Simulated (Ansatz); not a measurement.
C$_{3}$H$_{3}$F$_{3}$, SMILES `FC1CC1(F)F`, 9 atoms. Charge 0, multiplicity 1. All runs use 4 threads of an Arm Neoverse V2 on a shared host. Correlated methods freeze the cores.

(1) How many basis functions does each run have, and how long does it take in Ansatz? RHF-CCSD(T)/def2-SVP energy; RHF-CCSD(T)/def2-TZVPP energy; RKS PBE0-D4/def2-TZVP relaxation (5 steps); RKS ωB97M-V/def2-SVP energy; RHF-MP2/def2-QZVPP energy; RKS PBE0-D4/def2-QZVPP energy; RKS PBE0-D4/def2-TZVP frequencies; RKS BHLYP-D4/def2-TZVPP energy; RKS ωB97M-V/def2-QZVPP energy; direct RPA on PBE orbitals/def2-TZVPP energy; RKS HSE06 (plane-wave form)-D4/def2-TZVPP energy; RKS r2SCAN-D4/def2-TZVPP energy and forces. (Estimate.)

## Answers

(1) Computed: Other jobs shared the machine, so times are rough.

| level | job | functions | wall time | peak host memory (GiB) |
| --- | --- | --- | --- | --- |
| RKS BHLYP-D4/def2-TZVPP | energy | 228 | 1.8 s | 0.51 |
| RKS HSE06 (plane-wave form)-D4/def2-TZVPP | energy | 228 | 1.9 s | 0.51 |
| RKS ωB97M-V/def2-SVP | energy | 99 | 2.6 s | 0.43 |
| RKS r2SCAN-D4/def2-TZVPP | energy and forces | 228 | 2.9 s | 0.28 |
| direct RPA on PBE orbitals/def2-TZVPP | energy | 228 | 3.2 s | 0.53 |
| RKS PBE0-D4/def2-QZVPP | energy | 432 | 4.3 s | 1.3 |
| RHF-CCSD(T)/def2-SVP | energy | 99 | 4.3 s | 0.49 |
| RKS ωB97M-V/def2-QZVPP | energy | 432 | 10 s | 1.6 |
| RKS PBE0-D4/def2-TZVP | relaxation (5 steps) | 204 | 13 s | 0.47 |
| RHF-MP2/def2-QZVPP | energy | 432 | 13 s | 2.5 |
| RKS PBE0-D4/def2-TZVP | frequencies | 204 | 83 s | 0.49 |
| RHF-CCSD(T)/def2-TZVPP | energy | 228 | 110 s | 4.5 |
